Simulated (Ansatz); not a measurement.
**Worked example: correlation energy of HSi–NH2, singlet**

Geometry: a PBE0/def2-TZVP stationary point for this spin, not checked as a minimum.

```xyz
5

Si    0.0000   -0.0811    0.6246
N     0.0000    0.0494   -1.0775
H     0.0000    1.4343    0.8505
H     0.0000    0.9052   -1.6101
H     0.0000   -0.7657   -1.6709
```

Basis cc-pVDZ; Ansatz 0.2.0. Correlated methods freeze the noble-gas cores, which leaves 12 electrons in 41 orbitals. Prefix R: restricted or restricted open-shell reference.

Full CI isn't at hand for all of this; RCCSDT(Q) serves as the reference, and is uncertain by about the last step of the cluster series.

Runs differ by some tens of microhartree through their thresholds, so steps under 0.03 kcal/mol mean nothing.

```csv
level,total energy (hartree)
RHF,-345.109566
RMP2,-345.370602
RCCSD,-345.400432
RCCSD(T),-345.408545
RCCSDT,-345.409293
RCCSDT(Q),-345.410035
```

Q: What is the correlation energy at RCCSDT(Q), and what share of it do RMP2 and RCCSD recover?

A: E(corr) = -345.410035 − (-345.109566) = -0.300469 hartree = -8.176 eV. RMP2: -0.261036 / -0.300469 = 86.88 %. RCCSD: -0.290866 / -0.300469 = 96.80 %.

Q: By how many kcal/mol does RCCSD(T) miss RCCSDT(Q) (1 hartree = 627.509 kcal/mol), and which steps make up the rest?

A: -345.408545 − (-345.410035) = 0.001490 hartree = 0.93 kcal/mol. Steps: RCCSDT − RCCSD(T) = -0.47, RCCSDT(Q) − RCCSDT = -0.47 kcal/mol. Differences between like states or geometries often cancel part of this.
